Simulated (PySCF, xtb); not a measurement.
pyrazine (C4H4N2), SMILES c1cnccn1.

xtb 6.7.1 with GFN2-xTB at its own geometry gives an orbital gap of 2.23 eV and a dipole moment of 0.00 D.

Geometry: PBE0-D3(BJ)/def2-SVP.

**Question.** What does B3LYP/def2-TZVP (PySCF) give? (The exact figures need the calculation; the answer reports its results.)

**Answer.** gap 5.32 eV (levels -7.07 and -1.75 eV), dipole 0.00 D.
